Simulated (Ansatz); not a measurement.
# Worked example: building the atomization energy of C₂NF₃, singlet

Measured: the G2/97 heats of formation, with zero-point and thermal terms from B3LYP taken off, give an electronic atomization energy of 639.5 kcal/mol (Curtiss et al., J. Chem. Phys. 106, 1063 (1997); Staroverov et al., J. Chem. Phys. 119, 12129 (2003)). The calculation below tries to reproduce it.

Geometry (MP2(full)/6-31G*, from the G2/97 set):

```xyz
6

C     0.0000    0.0000   -0.3018
C     0.0000    0.0000    1.1754
F     0.0000    1.2576   -0.7627
F     1.0891   -0.6288   -0.7627
F    -1.0891   -0.6288   -0.7627
N     0.0000    0.0000    2.3543
```

Atomization energies (atoms less molecule, kcal/mol) from Ansatz 0.2.0, frozen cores, restricted molecule, unrestricted atoms, sets cc-pVDZ, cc-pVTZ, cc-pVQZ:

```json
{"level": "HF", "DZ": "380.23", "TZ": "396.20", "QZ": "396.88"}
{"level": "CCSD(T)", "DZ": "577.28", "TZ": "617.49", "QZ": "629.78"}
{"level": "CCSDT", "DZ": "577.01", "TZ": "–", "QZ": "–"}
{"level": "CCSDT(Q)", "DZ": "578.79", "TZ": "–", "QZ": "–"}
```

Task: Extrapolate Hartree–Fock with exp(−5.46 √X) and the CCSD(T) correlation part with X⁻³ (X = 3, 4), add each higher step from the largest set that has it, and compare with the measured value.

Result: Hartree–Fock: 396.88 + (396.88 − 396.20) × 0.301 = 397.08.
Correlation: TZ 221.29, QZ 232.90; (64 × 232.90 − 27 × 221.29) / 37 = 241.37.
Full triples (DZ): 577.01 − 577.28 = -0.27.
(Q) (DZ): 578.79 − 577.01 = 1.78.
Sum: 640.0 kcal/mol, 0.5 above the measured 639.5.

The steps beyond CCSD(T) add 1.51 kcal/mol, while going from QZ to the limit adds 8.67. Core correlation, scalar relativity, spin–orbit terms and the relaxation from this MP2 geometry are missing from the sum, and the measured value has its own uncertainty.
